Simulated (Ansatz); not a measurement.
Born–Oppenheimer molecular dynamics of BClH₄S (7 atoms, charge 0, multiplicity 1). It starts at the highest image of a converged band, a first-order saddle point between two minima.

The calculation used RKS B3LYP/def2-SVP (Ansatz 0.2.0).

| Item | Value |
| --- | --- |
| ensemble | NVE (velocity Verlet) |
| time step | 0.5 fs |
| steps asked | 200 |
| starting velocities drawn for | 300 K |
| seed | 9000 |

First frame:

```xyz
7
Properties=species:S:1:pos:R:3
B -0.108 -0.242 0.070
H -0.323 0.035 1.323
H 0.947 0.268 -0.194
Cl -1.590 0.141 -0.876
S 0.322 -2.245 0.210
H -0.963 -2.674 0.260
H -0.104 -1.034 1.239
```

How far do the bonds stretch over the last three quarters of this one trajectory? (Pairs bonded in most of those frames.)


```csv
bond,mean (Å),spread (Å),shortest,longest
B1–H3,1.201,0.022,1.17,1.24
B1–Cl4,1.757,0.062,1.68,1.87
B1–S5,1.781,0.048,1.70,1.85
H2–H7,0.763,0.017,0.74,0.79
S5–H6,1.362,0.009,1.35,1.39
```

Mean temperature of the second half: 1940 K. The conserved energy stayed within 0.082 meV per atom of its start (net change -0.024 meV per atom), so the integration is sound. The kinetic energy rose, since the run started high on the potential surface and went downhill. It ends in pieces (BClH2S + H2), so much of that is their flight and rotation, not heat. A run of 0.1 ps of so small a system gives no equilibrium averages. The orbitals stay closed-shell, which can raise the energy where a bond breaks towards radicals; this wasn't checked here.

Run time: 6.5 min on 1 thread of Arm Neoverse V1, on a shared host, peak memory 0.12 GiB.
